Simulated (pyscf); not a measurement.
Routes from `[OH][Sn]([Cl])([Cl])[Cl]` + `[OH2]`

Candidate steps break at most two bonds and form at most two. Each was searched with GFN2-xTB (tblite) first. Structures and frequencies: ωB97X-D3(BJ)/def2-SVP in PySCF. Energies: ωB97M-D3(BJ)/def2-TZVP, eV, from the separated reactants, singlet surface; ΔG‡ with ideal gas, 1 atm, RRHO with modes under 100 cm⁻¹ raised to 100, one conformer, R ln 2 for chiral ones without a mode under 150 cm⁻¹.

| products | type | ΔE‡ | ΔE | ΔG‡ 298 K | ΔG‡ 900 K | ν‡ (cm⁻¹) |
|---|---|---|---|---|---|---|
| HO–Sn(OH)(Cl)–Cl + HCl | four-centre exchange | 0.56 | +0.59 | – | – | 561i |
| HO–Sn(Cl)(Cl)–Cl + H₂O | four-centre exchange | 1.50 | 0.00 | 2.00 | 3.05 | 1217i |

A dash marks a saddle under its separated products, where this table gives no free-energy barrier. Row 1: On the reactant side the descent ends in an adduct with a O–Sn contact (not fully relaxed), 0.41 eV under the separated species and 0.96 eV under the saddle at ωB97X-D3(BJ)/def2-TZVP. On the product side the descent ends in a complex, 0.32 eV under the separated species and 0.18 eV under the saddle at ωB97X-D3(BJ)/def2-TZVP. Row 2: On the reactant side the descent ends in a bound adduct (not fully relaxed), 0.53 eV under the separated species and 2.06 eV under the saddle at ωB97X-D3(BJ)/def2-TZVP. On the product side the descent ends in a bound adduct (not fully relaxed), 0.53 eV under the separated species and 2.06 eV under the saddle at ωB97X-D3(BJ)/def2-TZVP. 

Plain bond fissions and candidates not yet searched are not listed, and one of them may be faster. Each barrier is that of the saddle found; lower ones may exist. Elements past Kr carry the def2 core potentials, without spin-orbit coupling.
